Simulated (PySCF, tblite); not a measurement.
Isomers of C5H9S (doublet state), one GFN2-xTB conformer each. Single-point energies are computed at B3LYP/pcH-1 (PySCF, gas phase, no added dispersion term), electronic only. GFN2-xTB treats the open shell by occupation alone, and not every SCF solution was tested for stability.

```
    SMILES  GFN2-xTB relative energy (kcal/mol)
C=CC[CH]CS                                 11.5
C=C[CH]CCS                                  0.0
```

Conformers: `[CH2:1]=[CH:2][CH2:3][CH:4][CH2:5][SH:6]` (doublet state) with C1–C2–C3–C4 -111°, C2–C3–C4–C5 91°, C3–C4–C5–S6 -92°, C4–C5–S6–H 57°; `[CH2:1]=[CH:2][CH:3][CH2:4][CH2:5][SH:6]` (doublet state) with C1–C2–C3–C4 -178°, C2–C3–C4–C5 87°, C3–C4–C5–S6 67°, C4–C5–S6–H -63°.

Question: What does B3LYP/pcH-1 give for the same structures?

Answer: 
```csv
SMILES,B3LYP/pcH-1 E (Eh),B3LYP/pcH-1 (kcal/mol),GFN2-xTB (kcal/mol),point group
C=C[CH]CCS,-594.10531,0.0,0.0,C1
C=CC[CH]CS,-594.08232,14.4,11.5,C1
```

Both levels put the same isomer lowest. 

Question: What happens when harmonic zero-point energies from GFN2-xTB frequencies are added?

Answer: 
| SMILES | ZPE (kcal/mol) | electronic (kcal/mol) | with ZPE (kcal/mol) |
| --- | --- | --- | --- |
| C=C[CH]CCS | 75.2 | 0.0 | 0.0 |
| C=CC[CH]CS | 74.8 | 14.4 | 14.0 |

The zero-point energies span 0.4 kcal/mol. The order is unchanged.

Question: As an exercise, what shares would exp(−E/RT) give at 2000 K from these electronic energies alone (no entropy, no degeneracies)?

Answer: RT = 3.974 kcal/mol: C=C[CH]CCS 97.4 %, C=CC[CH]CS 2.6 %.
